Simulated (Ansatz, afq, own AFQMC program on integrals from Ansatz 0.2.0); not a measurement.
NO, quartet → NO⁺, triplet

```yaml
atoms:
  - { symbol: N, position_ang: [0.0000, 0.0000, 0.0000] }
  - { symbol: O, position_ang: [0.0000, 0.0000, 1.4028] }
```

E(triplet, charge +1) − E(quartet, charge +0) at this geometry, on UHF and UHF determinants.

Basis 6-31G. Noble-gas cores (and the filled d shells of Ga–Kr and In–Xe) are frozen. Ansatz 0.2.0 and our own AFQMC program on the same integrals; the CISD trial comes from CCSD amplitudes, and released means the phaseless constraint is let go. ± is one standard error of the sampling. The errors of all members are added in quadrature.

Full CI on the same integrals is exact in this basis and with this determinant's frozen core.

Errors are counted within 6-31G, not against nature.

Cautions: NO (quartet): lower spins were not checked, the ph-AFQMC/HF walk drifts between its halves (2.1 errors); NO⁺ (triplet): lower spins were not checked, strong correlation (T1 0.118, weight of the determinant 0.56, largest double 0.39), (T) is large, 8 % of the CCSD correlation, (Q) is large, 160 meV, so the cluster series hasn't closed, unrestricted determinant spin contaminated (⟨S²⟩ 2.76 against 2.00), CCSD(T) is in doubt: in a space of 10 electrons in 9 natural orbitals full CI lies 163 meV below it, the CCSDT(Q) amplitudes may be one of several solutions (largest double 1.07), the CCSDTQ amplitudes may be one of several solutions (largest double 1.11), the released energy hasn't reached full CI (217 meV above it at 2.40 1/Eh), so no released level is given (meV from the phaseless value at times in 1/Eh: -50 ± 22 at 0.24, -83 ± 20 at 0.51, -99 ± 23 at 0.99, -67 ± 24 at 1.62, -107 ± 37 at 2.40), the determinant fills πx and πy unequally, so it mixes two states of the linear molecule, and each level undoes that mixture to a different degree, while full CI gives the lower state, its ph-AFQMC/CISD value lies 324 ± 26 meV above full CI; this needn't be the first ionization.

Reference (full CI): 1028.8 kJ/mol.

```
        level  vertical ionization energy (kJ/mol)  error against FCI (kJ/mol)
           HF                               1191.9                       163.1
          MP2                               1237.5                       208.7
         CCSD                               1090.8                        62.1
      CCSD(T)                               1059.4                        30.7
        CCSDT                               1031.3                         2.6
     CCSDT(Q)                               1017.2                       -11.6
       CCSDTQ                               1029.3                         0.5
ph-AFQMC/CISD                         1058.6 ± 2.6                  29.8 ± 2.6
```

Correlation beyond CCSD(T) takes off 30.7 kJ/mol. The perturbative (T) step is worth −31.4 kJ/mol. Where a determinant mixes two states, these steps and errors hold in part the undoing of that mixture, and only full CI is sure.

CCSDT and higher add their correlation energy to the determinant of the CCSD(T) run, since their own runs factorise the integrals more tightly (a shift of under 2 meV).
